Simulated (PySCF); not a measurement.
# CH6BF, a complex of two parts: interaction energy

An exercise on one series of results from a longer session: the logs are not shown, and one member is left open.

Programs: PySCF 2.14.0. All values are calculated, for the isolated system unless a continuum is named. Atoms count from 0, parts from 1.

## Starting point

9 atoms, charge 0, multiplicity 1; geometry: GFN2-xTB. Parts: 1 = atoms 0–3, `B`, charge 0; 2 = atoms 4–8, `CF`, charge 0.

Set-up of the first run:

What the job is given:

```
{"job": {"xc": "PBE0", "basis": "def2-SVPD", "d3": "d3bj", "grid": 2, "kind": "geom"}, "charge": 0, "multiplicity": 1, "parts": [{"atoms": "0-3", "charge": 0, "multiplicity": 1}, {"atoms": "4-8", "charge": 0, "multiplicity": 1}]}
B     -0.088670    -0.024082     0.095294
H     -0.907242    -0.800254    -0.203958
H     -0.263159     1.109454    -0.114994
H      0.934796    -0.388661     0.515769
C     -1.344242     0.235170     2.995372
F     -0.245634     0.369749     3.789085
H     -1.958814     1.128948     3.113351
H     -1.002306     0.132631     1.958328
H     -1.884903    -0.657112     3.314594
```

Started as:

```bash
> OMP_NUM_THREADS=1 python cluster_run.py task.json out
```

This one command runs all jobs of the session in turn.

Among the steps run: Optimising the geometry at PBE0-D3(BJ)/def2-SVPD; Coupled-cluster interaction energy: CCSD(T) and MP2.

One of the session's tables, all rows but one given; the rest of the session is left out.

It belongs to the step «Coupled-cluster interaction energy: CCSD(T) and MP2». 

| method | interaction energy (kcal/mol) |
| --- | --- |
| HF/aug-cc-pVDZ | 3.94 |
| MP2/aug-cc-pVDZ | 0.98 |
| CCSD/aug-cc-pVDZ | 1.23 |
| CCSD(T)/aug-cc-pVDZ | ? |
| HF/aug-cc-pVTZ | 3.89 |
| MP2/aug-cc-pVTZ | 0.62 |
| SCS-MP2/aug-cc-pVTZ | 1.32 |
| MP2, extrapolated | 0.49 |
| CCSD(T), limit estimate | 0.32 |

Estimate the missing values for CCSD(T)/aug-cc-pVDZ.

As computed: interaction energy (kcal/mol): 0.80. In the column «interaction energy (kcal/mol)» it lies between MP2/aug-cc-pVTZ (0.62) and MP2/aug-cc-pVDZ (0.98).
